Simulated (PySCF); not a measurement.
CH₃NO, charge +1, multiplicity 2. Atoms are numbered in the order given.

```xyz
6

N      0.1553    -1.0687     0.0000
C     -0.3785     0.1100     0.0000
O      0.2415     1.2095     0.0000
H      1.1626    -1.2018     0.0000
H     -0.4360    -1.8921     0.0000
H     -1.4745     0.2389     0.0000
```
Charge +1, spin multiplicity 2.

Geometry: B3LYP-D3(BJ)/def2-TZVP. The multiplicity is an assumed one; other spin states were not compared. One conformer was computed; it need not be the lowest.

Computed with PBE0/def2-TZVPD (PySCF).

Mulliken values depend strongly on the basis, most of all with diffuse functions as here. ESP charges are fitted to the potential on shells at 1.4 to 2.0 van der Waals radii. Atomic charges (e):

```csv
atom,ESP fit,Mulliken,Mulliken spin
N1,-0.66,-0.12,0.03
C2,0.44,0.32,-0.06
O3,0.04,-0.01,0.95
H4,0.50,0.26,0.01
H5,0.45,0.25,0.00
H6,0.23,0.31,0.07
```
